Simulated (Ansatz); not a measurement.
# AlH2F+ (doublet): wave-function methods side by side, cc-pVDZ

The task here is to estimate one member of a computed series from the others.

Method: cc-pVDZ, core rule «outside noble gas», up to 6 orbitals frozen; program: Ansatz 0.2.0, Gaussian basis.

The runs, in order: UHF; CCSD(T) on ROHF; CCSD(T) on UHF; BCCD(T) on ROHF; CISD; CCSDT(Q) on ROHF; CCSDT(Q) on UHF; CCSDTQ on ROHF.

9 further runs of the same task are left out: 6 for a known fault of the program, 3 set aside as unsound or not needed.

## What is computed

The geometry is a PBE0/def2-TZVP stationary point (not a proven minimum) of the parent state, kept for this charge and spin.

4 atoms, charge 1, spin multiplicity 2.

Atoms are counted from 1 here; the program's logs count them from 0.

Bond lengths: Al1–F2 1.650 Å, Al1–H3 1.576 Å, Al1–H4 1.576 Å. Angles: F2–Al1–H3 117.0°, F2–Al1–H4 117.0°, H3–Al1–H4 126.0°.

Set-up of the first run:

Contents of in.yaml:

```yaml
crystal:
  periodic: [false, false, false]
  atoms:
    - {symbol: Al, position_ang: [0.000000, 0.000000, 0.623040]}
    - {symbol: F, position_ang: [0.000000, 0.000000, -1.026821]}
    - {symbol: H, position_ang: [0.000000, 1.404203, 1.338066]}
    - {symbol: H, position_ang: [0.000000, -1.404203, 1.338066]}
basis:
  gaussian: {orbitals: cc-pVDZ}
total_charge: 1
magnetization: {spin_polarized: true, initial_magnetization: 1}
hamiltonian: {xc: hf}
output: {orbitals: {seedname: orbitals}}
```

Started as:

```console
ansatz run in.yaml --threads 1 --pin off --events-out ev --progress --plain --max-ram 2816MiB --backend cpu
```

Steps of the session up to this table: UHF; CCSD(T) on ROHF; CCSD(T) on UHF; BCCD(T) on ROHF; CISD; CCSDT(Q) on ROHF; CCSDT(Q) on UHF; CCSDTQ on ROHF.

One of the session's tables, all rows but one given; the rest of the session is left out.

| method | from UCCSDT(Q) (kJ/mol) |
| --- | --- |
| UHF | +694.4 |
| RMP2 | +58.8 |
| UMP2 | +61.1 |
| CISD | +81.2 |
| RCCSD | ? |
| UCCSD | +17.2 |
| RCCSD(T) | +3.5 |
| UCCSD(T) | +3.6 |
| BCCD(T) | +3.1 |
| RCCSDT | +1.8 |
| UCCSDT | +1.8 |
| RCCSDT(Q) | +0.8 |
| UCCSDT(Q) | 0 |
| RCCSDTQ | +0.5 |

Q: Estimate the row for RCCSD from the others.

The run gave: from UCCSDT(Q) (kJ/mol): +17.9. In the column «from UCCSDT(Q) (kJ/mol)» it lies between UCCSD (+17.2) and RMP2 (+58.8).

Limits of these values: The report flags that the cluster equations may have other roots. Left out of the table: ROHF (another determinant or state than the rows shown). The program flags RCCSD(T), BCCD(T), RCCSDT(Q), RCCSDTQ as in doubt, so those rows may rest on another solution; read them beside their warnings. Restricted and unrestricted rows rest on different reference determinants; where their highest levels disagree by more than a few hundredths of an eV, they describe different states and don't form one ladder.
